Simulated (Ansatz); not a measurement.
# Cs2AgBiBr6 (Fm-3m, No. 225)

The numbers are results of PBE+SOC (PAW; Ansatz, a first-principles code), not measurements.

Run with plane-wave cutoff 520 eV, 6×6×6 k mesh, Fermi–Dirac smearing 0.01 eV, PAW data made under PBE.

Cell: measured lattice: a = b = c = 11.232 Å, α = β = γ = 90.00°.

| Item | Result |
|---|---|
| band gap | 1.05 eV (indirect) |
| smallest direct gap on the k points sampled | 1.78 eV |
| direct gap at Γ | 1.95 eV |

Note: cell and atoms aren't relaxed at this level (largest force component 0.37 eV/Å, pressure 1.9 GPa).

Static lattice: no zero-point or thermal effects.

Cost on a shared machine: roughly 20 core-minutes.
